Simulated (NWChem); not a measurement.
System: nitrogen trifluoride (NF3); SMILES FN(F)F

Program: NWChem. Geometry: optimised at PBE0/def2-SVP. Ions are spin-unrestricted doublets at the neutral geometry; other ion states weren't tried.

Predict the results for PBE/def2-SVP. Quantities: vertical ionisation energy, ΔSCF (eV); −ε(HOMO) (eV).


| Property | Value |
|---|---|
| vertical ionisation energy, ΔSCF (eV) | 12.57 |
| −ε(HOMO) (eV) | 7.71 |
